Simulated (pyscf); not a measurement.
Thermochemistry of product channels of Cl–BH–Cl + H₂C=CH₂ on the singlet surface, in kcal/mol, from ωB97M-D3(BJ)/def2-TZVP energies (ideal gas, 1 atm, RRHO with modes under 100 cm⁻¹ raised to 100, one conformer, R ln 2 for chiral ones without a mode under 150 cm⁻¹). PySCF, gas phase, ωB97X-D3(BJ)/def2-SVP geometries.

```
products                    ΔE  ΔH(298 K)  ΔG(600 K)  ΔG(1200 K)
------------------  ----------  ---------  ---------  ----------
HCl + H₂C=CH–BH–Cl  (withheld)      +14.4      +14.5       +13.6
Cl–BH–CH₂–CH₂–Cl    (withheld)       +0.2      +21.8       +42.1
```

### Question
Fill in the missing entries.

### Answer

- HCl + H₂C=CH–BH–Cl, ΔE: +15.5
- Cl–BH–CH₂–CH₂–Cl, ΔE: -2.1

These are energies of the channels, which say nothing of barriers.
